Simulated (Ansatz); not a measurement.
# NH₃Cl (doublet): from Hartree-Fock to the top rungs at distance N1–H4 along a hydrogen transfer = 1.012 Å, cc-pVDZ

Aim: climb from Hartree-Fock through coupled cluster and multireference methods for NH₃Cl (doublet) at one geometry and basis, and see what each rung misses.

Method: cc-pVDZ, core rule «outside noble gas», up to 6 orbitals frozen; program: Ansatz 0.2.0, Gaussian basis.

To be run: UHF; CCSD(T) on ROHF; CCSD(T) on UHF; BCCD(T) on ROHF; CISD; CCSDT(Q) on ROHF; CCSDT(Q) on UHF; CASSCF and MRCISD+Q, 3 electrons in 3 orbitals; CASSCF and NEVPT2, 3 electrons in 3 orbitals; CASSCF and NEVPT2, 15 electrons in 11 orbitals.

5 further runs of the same task are left out: 5 that didn't finish.

## 1. What is computed

The geometry derives from fragments relaxed apart (PBE0/def2-TZVP) and kept rigid, so it is no stationary point. A hydrogen atom is moved between rigid fragments.

5 atoms, charge 0, spin multiplicity 2.

Atoms are counted from 1 here; the program's logs count them from 0.

Bond lengths: N1–H2 1.012 Å, N1–H3 1.012 Å, N1–H4 1.012 Å. Angles: H2–N1–H3 107.1°, H2–N1–H4 107.1°, H3–N1–H4 107.1°.

## 2. UHF

in.yaml reads:

```yaml
crystal:
  periodic: [false, false, false]
  atoms:
    - {symbol: N, position_ang: [-1.812306, -0.010862, -0.016905]}
    - {symbol: H, position_ang: [-2.109585, 0.956972, -0.016905]}
    - {symbol: H, position_ang: [-2.109585, -0.413161, 0.863355]}
    - {symbol: H, position_ang: [-0.799845, -0.010861, -0.016905]}
    - {symbol: Cl, position_ang: [0.858694, -0.010861, -0.016905]}
basis:
  gaussian: {orbitals: cc-pVDZ}
magnetization: {spin_polarized: true, initial_magnetization: 1}
hamiltonian: {xc: hf}
output: {orbitals: {seedname: orbitals}}
```

The run is started by

```
ansatz run in.yaml --threads 1 --pin off --events-out ev --progress --plain --max-ram 2393MiB
```

The runs that follow: CCSD(T) on ROHF; CCSD(T) on UHF; BCCD(T) on ROHF; CISD; CCSDT(Q) on ROHF; CCSDT(Q) on UHF; CASSCF and MRCISD+Q, 3 electrons in 3 orbitals; CASSCF and NEVPT2, 3 electrons in 3 orbitals; CASSCF and NEVPT2, 15 electrons in 11 orbitals.

Before running them: what should the planned runs give, taken together? Wanted: UCCSDT(Q) below the RHF energy; RMP2 from UCCSDT(Q); UMP2 from UCCSDT(Q); RCCSD from UCCSDT(Q); RCCSD(T) from UCCSDT(Q); UCCSD(T) from UCCSDT(Q); RCCSDT(Q) from UCCSDT(Q); NEVPT2 valence from UCCSDT(Q); T1 diagnostic.

The runs gave:

```
                         quantity                                                   value
   UCCSDT(Q) below the RHF energy                                              -9.6860 eV
              RMP2 from UCCSDT(Q)                                           +104.9 kJ/mol
              UMP2 from UCCSDT(Q)                                           +106.1 kJ/mol
             RCCSD from UCCSDT(Q)                                            +21.4 kJ/mol
          RCCSD(T) from UCCSDT(Q)                                             +3.4 kJ/mol
          UCCSD(T) from UCCSDT(Q)                                             +3.4 kJ/mol
         RCCSDT(Q) from UCCSDT(Q)                                             +0.1 kJ/mol
    NEVPT2 valence from UCCSDT(Q)                                           +154.2 kJ/mol
levels within 1 kcal/mol (43 meV)  RCCSD(T), UCCSD(T), BCCD(T), RCCSDT, UCCSDT, RCCSDT(Q)
                    T1 diagnostic                                                   0.041
   effectively unpaired electrons                                                    1.01
```

**Reading.** RCCSD(T) lands +3.4 kJ/mol from the yardstick (0.4 % of the correlation energy). The occupations are near whole numbers, but T1 = 0.041 shows that the orbitals relax strongly. These misses are within one basis, not against nature; the frozen cores of restricted and unrestricted runs differ, which can shift their rows.
